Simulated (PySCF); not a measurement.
Gas-phase reaction: SiCl + Cl = SiCl₂. Level: M06-2X/def2-TZVP†; standard pressure 1 bar.

Method: PySCF energies plus ideal-gas RRHO corrections (1 bar). † marks an energy on the PBE0/def2-TZVP geometry and frequencies. Open shells (unrestricted): SiCl (multiplicity 2, electronic degeneracy 4), Cl (multiplicity 2, electronic degeneracy 6); the rest are closed-shell singlets. Spin-orbit splitting is ignored; it lowers the true energy and changes the entropy of SiCl, Cl. The harmonic model lacks anharmonicity and excited electronic states, which grow with temperature; levels with a mode under 35 cm⁻¹ are left out.

| T (K) | 1000/T (1/K) | log10 K |
|---|---|---|
| 1000 | 1.0000 | 16.46 |
| 1200 | 0.8333 | 12.61 |
| 1400 | 0.7143 | ? |
| 1600 | 0.6250 | 7.80 |
| 1800 | 0.5556 | 6.20 |
| 2000 | 0.5000 | 4.91 |

Task: Fit log10 K = a + b·(1000/T) to the five rows, get the mean ΔH° and ΔS°, and predict log10 K at 1400 K.

Result: Means: 1000/T = 0.7028, log10 K = 9.596. Sums of products about the means: Sxy = 4.02325, Sxx = 0.174207, so b = Sxy/Sxx = 23.09 and a = 9.596 − (23.09)×0.7028 = -6.63.
ΔH° = −R ln 10 × 1000 K × b = −19.145 × (23.09) = -442 kJ; ΔS° = R ln 10 × a = -127 J/K. The run's own values go from -442 kJ and -127 J/K at 1000 K to -442 kJ and -127 J/K at 2000 K.
Prediction at 1400 K: -6.63 + (23.09)×0.7143 = 9.86. The computed value is 9.86, 0.00 from the line.
For scale, ΔH°(298 K) is -441 kJ at this level, -449 kJ at ωB97M-V/def2-TZVP†, and runs from -504 to -290 kJ over the 20 levels computed; the NASA 1993 table gives -488 kJ (entries not checked at source). After a fit of one offset per element over all species, the range-separated, M06-2X, PBE0/def2-QZVP and CCSD(T)/def2-TZVPP enthalpies, where run, lie to one side of the table for SiCl (-55 kJ/mol): a fault of the table's entry, another state or a shared error of the levels is possible; this was not checked at source.
